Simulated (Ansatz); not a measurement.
# B₂NH₅: one species, many methods

One table from this session's results is given with a row withheld; the runs are named, their logs left out.

Computed with Ansatz 0.2.0, Gaussian basis. Level: functionals in def2-TZVPP, the program's frozen cores in correlated methods.

Plan: LDA (SPW92), PBE-D4, revPBE-D4, BLYP-D4, r2SCAN-D4, B97M-V, PBE0-D4, B3LYP-D4, r2SCANh-D4, r2SCAN0-D4, HSE06-D4, BHLYP-D4, CAM-B3LYP-D4, LC-ωPBE, ωB97X-V, ωB97M-V, B2PLYP, PBE-QIDH; CCSD(T)/def2-SVP; CCSD(T)/def2-TZVPP; MP2/def2-QZVPP; extrapolation to the limit; RPA on PBE.

**The relaxed structure**

All runs share one geometry, relaxed beforehand with PBE0-D4 in a triple-zeta def2 set.

SMILES `BBN`, 8 atoms, charge 0, spin multiplicity 1.

Atoms are counted from 1 here; the program's logs count them from 0.

Bond lengths: B1–B2 1.664 Å, B1–H4 1.201 Å, B1–H5 1.201 Å, B2–N3 1.391 Å, B2–H6 1.210 Å, N3–H7 1.006 Å, N3–H8 1.005 Å. Angles: B2–B1–H4 122.2°, B2–B1–H5 122.2°, H4–B1–H5 115.3°, B1–B2–N3 129.0°, B1–B2–H6 114.9°, N3–B2–H6 116.1°, B2–N3–H7 122.8°, B2–N3–H8 124.0°, H7–N3–H8 113.1°.

Set-up of the first run:

in.yaml reads:

```yaml
crystal:
  periodic: [false, false, false]
  atoms:
    - {symbol: B, position_ang: [-0.976598, 0.621552, -0.787242]}
    - {symbol: B, position_ang: [0.368185, 0.270682, 0.127282]}
    - {symbol: N, position_ang: [0.742642, -0.937158, 0.706065]}
    - {symbol: H, position_ang: [-0.968130, 0.562038, -1.986741]}
    - {symbol: H, position_ang: [-1.985868, 1.054416, -0.301026]}
    - {symbol: H, position_ang: [1.118642, 1.203067, 0.308266]}
    - {symbol: H, position_ang: [1.584201, -1.045497, 1.245921]}
    - {symbol: H, position_ang: [0.209127, -1.786200, 0.631775]}
basis:
  gaussian: {orbitals: def2-TZVPP}
hamiltonian: {xc: lda}
output: {orbitals: {seedname: orbitals}}
```

On the command line:

```bash
ansatz run in.yaml --threads 2 --pin off --events-out ev --progress --plain --max-ram 4352MiB
```

Steps of the session up to this table: LDA; PBE-D4 (GGA); revPBE-D4 (GGA); BLYP-D4 (GGA); r2SCAN-D4 (meta-GGA); B97M-V (meta-GGA); B3LYP-D4 (hybrid); r2SCANh-D4 (hybrid); r2SCAN0-D4 (hybrid); HSE06-D4 (hybrid); BHLYP-D4 (hybrid); CAM-B3LYP-D4 (range-separated); LC-ωPBE (range-separated); ωB97X-V (range-separated); ωB97M-V (range-separated); B2PLYP (double hybrid); PBE-QIDH (double hybrid).

One of the session's tables, all rows but one given; the rest of the session is left out.

It belongs to the step «Orbital energies across the functionals». 

```
  functional  HOMO (eV)  LUMO (eV)  gap (eV)
 LDA (SPW92)          ?          ?         ?
      PBE-D4      -6.55      -2.56      3.99
   revPBE-D4      -6.52      -2.45      4.07
     BLYP-D4      -6.48      -2.41      4.07
   r2SCAN-D4      -6.82      -2.15      4.66
      B97M-V      -6.91      -2.31      4.60
     PBE0-D4      -7.88      -1.55      6.33
    B3LYP-D4      -7.71      -1.79      5.92
  r2SCANh-D4      -7.31      -1.81      5.50
  r2SCAN0-D4      -8.05      -1.31      6.74
    HSE06-D4      -7.48      -1.94      5.54
    BHLYP-D4      -9.19      -0.55      8.64
CAM-B3LYP-D4      -9.34      -0.48      8.86
     LC-ωPBE     -10.72       0.76     11.48
     ωB97X-V     -10.35       0.63     10.98
     ωB97M-V     -10.16       0.33     10.49
```

Estimate the missing values for LDA (SPW92).

The run gave: HOMO (eV): -6.60; LUMO (eV): -2.84; gap (eV): 3.76. In the column «HOMO (eV)» it lies between r2SCAN-D4 (-6.82) and PBE-D4 (-6.55).
